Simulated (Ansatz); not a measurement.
Process, species as SMILES: C=O (CH2-O) → CH2O+ (doublet, bonded as C=O) + e-
B3LYP-D3(BJ)/def2-TZVP geometries, fixed; electronic energies without zero-point terms.
Largest species:
```
C
O 1 1.1989
H 1 1.1075 2 122.05
H 1 1.1075 3 115.91 2 180.00
```
Charge 0, spin multiplicity 1.

Basis-set convergence of the adiabatic ionisation energy at B2PLYP with Ansatz (a first-principles code). Cartesian d functions, on some or all atoms, in 6-31+G*; all else is spherical. Cores are frozen. Open shells are unrestricted. No added dispersion term, no relativity. Functions are those of the species that has most. Reference: the value in aug-pcseg-3, 10.906 eV, itself unsure by roughly 0.003 eV (its mean distance from aug-cc-pVQZ, cc-pV5Z, def2-QZVPPD). Deviations are taken from unrounded values.

```json
[
 {"basis": "6-31+G*", "functions": "42", "adiabatic ionisation energy (eV)": "10.828", "minus reference (eV)": "-0.078"},
 {"basis": "6-311+G**", "functions": "56", "adiabatic ionisation energy (eV)": "10.836", "minus reference (eV)": "-0.070"},
 {"basis": "def2-SVPD", "functions": "59", "adiabatic ionisation energy (eV)": "10.898", "minus reference (eV)": "-0.008"},
 {"basis": "aug-pcseg-1", "functions": "64", "adiabatic ionisation energy (eV)": "10.845", "minus reference (eV)": "-0.061"},
 {"basis": "6-311++G(2d,2p)", "functions": "74", "adiabatic ionisation energy (eV)": "10.866", "minus reference (eV)": "-0.040"},
 {"basis": "def2-TZVPD", "functions": "95", "adiabatic ionisation energy (eV)": "10.872", "minus reference (eV)": "-0.033"},
 {"basis": "def2-TZVPPD", "functions": "111", "adiabatic ionisation energy (eV)": "10.879", "minus reference (eV)": "-0.027"},
 {"basis": "6-311++G(3df,3pd)", "functions": "114", "adiabatic ionisation energy (eV)": "10.888", "minus reference (eV)": "-0.017"},
 {"basis": "aug-pcseg-2", "functions": "138", "adiabatic ionisation energy (eV)": "10.894", "minus reference (eV)": "-0.012"},
 {"basis": "def2-QZVPPD", "functions": "195", "adiabatic ionisation energy (eV)": "10.901", "minus reference (eV)": "-0.004"},
 {"basis": "aug-pcseg-3", "functions": "268", "adiabatic ionisation energy (eV)": "10.906", "minus reference (eV)": "0.000"}
]
```

The smallest set listed that lies within 0.05 eV of the reference with all its larger relatives (same family, alike in diffuse functions; a set with none counts only in the reference's own line) is def2-SVPD (59 functions, -0.008 eV off).
